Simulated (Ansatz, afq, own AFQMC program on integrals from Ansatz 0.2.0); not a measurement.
**SiH2, triplet: AFQMC among the cluster methods**

```xyz
3

Si    0.0000   -0.0604    0.0163
H     0.0000    0.9858   -1.7490
H     0.0000    0.6973    1.2947
```

Basis cc-pVDZ. Only valence electrons are correlated. Integrals, coupled cluster, full CI and functionals: Ansatz 0.2.0; the random walks run on the same integrals in our own AFQMC program. ph-AFQMC/CISD is guided by a CISD state made of CCSD amplitudes; releasing the constraint for a short imaginary time cuts its bias at the price of noise, slowly where states lie close. Uncertainties: one standard error, sampling alone.

Determinant: UHF, the one that the program's search chose, which needn't be the lowest solution. The geometry is a point of a scan.

Full CI on the same integrals is exact in this basis and with this determinant's frozen core.

Cautions: lower spins were not checked; raised T1 diagnostic (T1 0.044, weight of the determinant 0.89, largest double 0.09); unrestricted determinant slightly spin contaminated (⟨S²⟩ 2.08 against 2.00).

The T1 diagnostic is 0.0441 and the weight of the determinant in the CISD state is 0.891. The ⟨S²⟩ of the determinant is 2.078. The size of the correlated space is 6 electrons in 23 orbitals.

```tsv
level	correlation energy (eV)
MP2	-1.9253
CCSD	-2.7291
CCSD(T)	-2.8031
```

(1) Estimate where AFQMC with the constraint released lies against CCSD(T) on the same integrals.

(1) 0.76 ± 0.03 kcal/mol below CCSD(T).

Reference: full CI, correlation energy -2.838 eV. The released energy is read at 2.40 1/Eh (meV from the phaseless value at times in 1/Eh: -2.4 ± 1.2 at 0.24, -2.8 ± 0.9 at 0.51, -4.5 ± 1.0 at 0.99, -8.4 ± 0.9 at 1.62, -8.8 ± 1.2 at 2.40).

| level | E − E(reference) (kcal/mol) | share of correlation (%) |
| --- | --- | --- |
| CCSD(T) | 0.80 | 98.78 |
| CCSDT | 0.07 | 99.90 |
| CCSDT(Q) | 0.01 | 99.98 |
| CCSDTQ | 0.00 | 100.00 |
| ph-AFQMC/HF | 1.43 ± 0.33 | 97.81 |
| ph-AFQMC/CISD | 0.24 ± 0.04 | 99.63 |
| released AFQMC | 0.04 ± 0.03 | 99.94 |

CCSDT and higher add their correlation energy to the determinant of the CCSD(T) run, since their own runs factorise the integrals more tightly (a shift of under 2 meV). A walk keeps the symmetry of its determinant, which the program's search chose and which needn't be the lowest solution, so a lower state of the same spin and another symmetry isn't excluded. Released energies are given only where the last usable release times agree within the noise; a slower fall can still hide under it.
